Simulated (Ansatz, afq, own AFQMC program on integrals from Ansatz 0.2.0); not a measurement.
# Where AFQMC and coupled cluster stand for Br, doublet

A free Br atom.

Basis cc-pVQZ. Only valence electrons are correlated. AFQMC by an in-house program on the Cholesky factors that Ansatz 0.2.0 writes for its CCSD(T) run. ph-AFQMC/CISD is guided by a CISD state made of CCSD amplitudes; releasing the constraint for a short imaginary time cuts its bias at the price of noise, slowly where states lie close. Free projection: walkers drawn from exp(T), propagated without any constraint. Its projection time is finite, and what remains of the start isn't in its error. Error bars are statistical, one sigma. No spin–orbit coupling.

Determinant: ROHF, the one that the program's search chose, which needn't be the lowest solution.

No full CI on the walks' own integrals is used here; CCSDT(Q) serves as the reference and is uncertain by about the last step of the cluster series.

Cautions: no relativity below Rb; no spin-orbit coupling; inner d shell frozen; the released energies move by 1.5 errors or more from one time to the next, so no released level is given (meV from the phaseless value at times in 1/Eh: -3.6 ± 1.6 at 0.24, -3.9 ± 1.1 at 0.51, -7.1 ± 1.3 at 0.99, -5.2 ± 1.1 at 1.62, -10.0 ± 1.9 at 2.40), though the last usable value meets CCSDT(Q) within the noise; the ph-AFQMC/CISD walk drifts between its halves (2.1 errors).

```
T1 diagnostic                               : 0.0133
weight of the determinant in the CISD state : 0.930
size of the correlated space                : 7 electrons in 54 orbitals
```

Reference: CCSDT(Q), correlation energy -4.889 eV.

```json
{"level": "HF", "E − E(reference) (mEh)": "179.66", "share of correlation (%)": "0.00"}
{"level": "MP2", "E − E(reference) (mEh)": "24.60", "share of correlation (%)": "86.31"}
{"level": "CCSD", "E − E(reference) (mEh)": "6.68", "share of correlation (%)": "96.28"}
{"level": "CCSD(T)", "E − E(reference) (mEh)": "0.76", "share of correlation (%)": "99.58"}
{"level": "CCSDT", "E − E(reference) (mEh)": "0.18", "share of correlation (%)": "99.90"}
{"level": "ph-AFQMC/HF", "E − E(reference) (mEh)": "3.26 ± 0.48", "share of correlation (%)": "98.18"}
{"level": "ph-AFQMC/CISD", "E − E(reference) (mEh)": "0.26 ± 0.06", "share of correlation (%)": "99.85"}
{"level": "free AFQMC", "E − E(reference) (mEh)": "-0.08 ± 0.11", "share of correlation (%)": "100.04"}
```

Free projections are given only where their last times agree within the noise and don't stop above the reference; a slow remainder of the start can still hide under it. A walk keeps the symmetry of its determinant, which the program's search chose and which needn't be the lowest solution, so a lower state of the same spin and another symmetry isn't excluded.
